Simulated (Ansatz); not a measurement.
Reaction (SMILES): C=O (CH2-O) → [CH]=O (CH-O) + H atom
B3LYP-D3(BJ)/def2-TZVP geometries, fixed; electronic energies without zero-point terms.

Energies in hartree at B3LYP with Ansatz (a first-principles code); the bond dissociation energy is their sum with the coefficients shown, times 627.509 kcal/mol a hartree. All functions are spherical. The program fits the integrals of some runs and decomposes those of others, by size. Open shells are unrestricted. No added dispersion term, no relativity.

```tsv
species	coefficient	part	cc-pVDZ	cc-pVTZ	cc-pVQZ
C=O (CH2-O)	-1	B3LYP	-114.50737	-114.54940	-114.55966
[CH]=O (CH-O)	+1	B3LYP	-113.86040	-113.89888	-113.90883
H atom	+1	B3LYP	-0.50126	-0.50216	-0.50235
```

Question: Predict the bond dissociation energy in cc-pV5Z (X = 5): let each B3LYP step shrink by the ratio of the last two. Compare with the run.

Answer: 
- C=O (CH2-O): steps -0.04203 and -0.01026, ratio 0.244, so B3LYP -114.56216 (run: -114.56289).
- [CH]=O (CH-O): steps -0.03848 and -0.00995, ratio 0.259, so B3LYP -113.91141 (run: -113.91194).
- H atom: steps -0.00090 and -0.00019, ratio 0.211, so B3LYP -0.50239 (run: -0.50243).
Predicted 93.10 kcal/mol; the run in cc-pV5Z gives 93.20, a miss of -0.10. Keeping the value in cc-pVQZ, 93.17, would miss by -0.03. All sums are of the energies as printed.
